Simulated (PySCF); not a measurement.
Structure with atom numbers: `[CH3:1][CH2:2][C:3]([NH2:4])=[O:5]` (H(Xn): hydrogen on atom n). Ha(N4) is cis to the C=O or C=S heteroatom; Hb(N4) is trans to the C=O or C=S heteroatom.

GIAO PBE0/pcSseg-1 shifts (PySCF 2.14, gas phase, non-relativistic, equivalent atoms averaged), each against references optimised in the same way as the molecule (TMS, NH3, H2O).

On the GFN2-xTB geometry: C3 172.9, C2 29.4, C1 10.2, N4 113.2, O5 419.3, Hb(N4) 4.65, Ha(N4) 4.52, H(C2) 2.05, H(C1) 1.12 ppm.

Question: What changes on the PBE0-D3(BJ)/def2-SVP geometry?

Answer: 
```
 atoms  δ (ppm)  change
    C3    172.2    -0.7
    C2     28.3    -1.1
    C1      9.6    -0.6
    N4    112.0    -1.2
    O5    424.8    +5.5
Hb(N4)     4.42   -0.23
Ha(N4)     4.29   -0.23
 H(C2)     1.86   -0.19
 H(C1)     1.06   -0.06
```

Bonds between heavy atoms that differ most (equivalent bonds averaged): C1–C2 1.522 → 1.515 Å, C3–O5 1.208 → 1.213 Å, C3–N4 1.358 → 1.361 Å. Mean change of bonds to hydrogen: C–H +0.012 Å, N–H +0.005 Å.
